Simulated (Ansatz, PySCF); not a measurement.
System: dichloromethane, CH2Cl2 (charge 0, singlet). 
Coordinates optimised at B3LYP-D3(BJ)/def2-TZVP (Ansatz, a program for electronic structure):
```xyz
5

C      0.0039     0.0052     0.7673
Cl    -0.0175     1.4825    -0.2263
Cl     0.0153    -1.4855    -0.2061
H     -0.8904    -0.0005     1.3784
H      0.9045     0.0193     1.3690
```
Charge 0, spin multiplicity 1.


Wanted: enthalpy of formation at 298 K (from the atomisation energy, B3LYP-D3(BJ)/def2-TZVP harmonic zero-point and thermal terms from PySCF, and the atoms' enthalpies of formation in the G2/97 table; no spin-orbit terms, and no core term in the frozen-core levels), in kcal/mol. Cores are frozen in the correlated levels unless marked. Open shells are spin-unrestricted. Spin-orbit coupling is left out. No relativistic terms. The coupled-cluster limit lacks core correlation, which all-electron functionals hold. CBS(X,Y): correlation extrapolated as X^-3; Hartree-Fock from the larger set. The bracket is a focal-point correction in the basis named.

Measured: -22.6 kcal/mol (Active Thermochemical Tables 1.112 (ions: stationary electron), as tabulated in the package chemicals); it holds spin-orbit and relativistic effects, which these rows lack, and core correlation, which the frozen-core levels lack.

| level | program | enthalpy of formation at 298 K (kcal/mol) | error against measurement |
|---|---|---|---|
| revPBE-D3(BJ)/def2-TZVPD | Ansatz + dftd3 | -24.4 | -1.8 |
| TPSS-D4/def2-TZVPD | PySCF + dftd4 | -28.8 | -6.2 |
| PW6B95-D4/def2-TZVPD | PySCF + dftd4 | -25.5 | -2.9 |
| HSE06-D4/def2-TZVPD | Ansatz + dftd4 | -27.7 | -5.1 |
| B2GP-PLYP/def2-TZVPD | Ansatz | -16.0 | 6.6 |
| MP2/aug-cc-pV(D+d)Z | Ansatz | -6.0 | 16.6 |
| MP2/cc-pV(D+d)Z | Ansatz | 1.3 | 23.9 |
| RI-MP2/aug-cc-pV(T+d)Z | Ansatz | -24.7 | -2.1 |
| CCSD(T)/6-31G | Ansatz | 54.9 | 77.5 |
| RI-MP2/CBS(aug-cc-pV(T+d)Z,aug-cc-pV(Q+d)Z)+[CCSD(T)-MP2]/aug-cc-pV(T+d)Z | Ansatz | -24.2 | -1.6 |
